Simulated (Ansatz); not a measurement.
**A basis-limit estimate, worked out**

An elementary step of Si₂H₆Cl, doublet (SiH₃Cl ([SiH3][Cl]) + SiH₃ → SiH₃Cl ([SiH3][Cl]) + SiH₃; bonds formed: Cl1–Si3; bonds broken: Cl1–Si2). “Start” is the structure reached by relaxing down from the saddle towards the reactants; PBE0-D4/def2-TZVP structures. The saddle:

```json
{"atom": "Cl1", "x (Å)": "0.0024", "y (Å)": "0.0030", "z (Å)": "0.0017"}
{"atom": "Si2", "x (Å)": "-1.5038", "y (Å)": "1.6213", "z (Å)": "-0.8559"}
{"atom": "Si3", "x (Å)": "1.5045", "y (Å)": "-1.6209", "z (Å)": "0.8563"}
{"atom": "H4", "x (Å)": "-1.7598", "y (Å)": "1.2916", "z (Å)": "-2.2791"}
{"atom": "H5", "x (Å)": "-2.7517", "y (Å)": "1.5463", "z (Å)": "-0.0580"}
{"atom": "H6", "x (Å)": "-0.8642", "y (Å)": "2.9528", "z (Å)": "-0.7230"}
{"atom": "H7", "x (Å)": "2.7808", "y (Å)": "-1.4949", "z (Å)": "0.1116"}
{"atom": "H8", "x (Å)": "1.6991", "y (Å)": "-1.3435", "z (Å)": "2.3001"}
{"atom": "H9", "x (Å)": "0.8930", "y (Å)": "-2.9558", "z (Å)": "0.6464"}
```

Program: Ansatz 0.2.0. Basis: def2-TZVPP and def2-QZVPP. Cores are frozen in the correlated methods; orbitals are unrestricted.

Energies in eV:

| quantity | saddle | start |
| --- | --- | --- |
| Hartree–Fock, triple zeta (X = 3) | -28322.35908 | -28323.90451 |
| Hartree–Fock, quadruple zeta (X = 4) | -28323.24198 | -28324.75550 |
| MP2 correlation, X = 3 | -12.53529 | -11.94097 |
| MP2 correlation, X = 4 | -13.58757 | -12.96975 |
| CCSD(T) correlation, X = 3 | -14.76800 | -14.13194 |

Work out the barrier at the basis limit: extrapolate Hartree–Fock as E(X) = E∞ + A exp(−7.88 √X) and the MP2 correlation as E(X) = E∞ + B X^−2.97 (the exponents that Neese and Valeev fitted for def2-TZVPP and QZVPP), then add CCSD(T) − MP2 in triple zeta.

Each step is linear, so take the differences first (saddle − start): Hartree–Fock 1.54543 (X = 3) and 1.51352 (X = 4); MP2 correlation -0.59432 and -0.61782; CCSD(T) correlation -0.63606.
Two points give E∞ = E(4) + w [E(4) − E(3)], with w = 1/(exp(7.88 (2 − √3)) − 1) = 0.1377 for Hartree–Fock and w = 1/((4/3)^2.97 − 1) = 0.7407 for the correlation.
Hartree–Fock: 1.51352 + 0.1377 × (-0.03191) = 1.5091 eV.
MP2 correlation: -0.61782 + 0.7407 × (-0.02350) = -0.6352 eV.
CCSD(T) − MP2: -0.63606 − (-0.59432) = -0.0417 eV.
Sum: 1.5091 + (-0.6352) + (-0.0417) = 0.8322 eV, or 19.19 kcal/mol. Plain CCSD(T) in triple zeta gives 0.9094 eV, so the larger basis shifts the result by -0.0772 eV.

The T1 diagnostic stays at or below 0.016. ⟨S²⟩ of the unrestricted Hartree–Fock references: 0.76 to 0.80 (a pure state has 0.75).

Radical steps of this kind take place in plasma deposition and etching.

Labels in which every atom is bracketed show which atoms are joined, not bond orders.

For scale, one of the runs: CCSD(T)/def2-TZVPP, 210 basis functions (an equivalent command: `ansatz run in.yaml --threads 4`). The run took 36 s on 4 CPU threads (shared host), with 7 GiB of host memory at its peak.
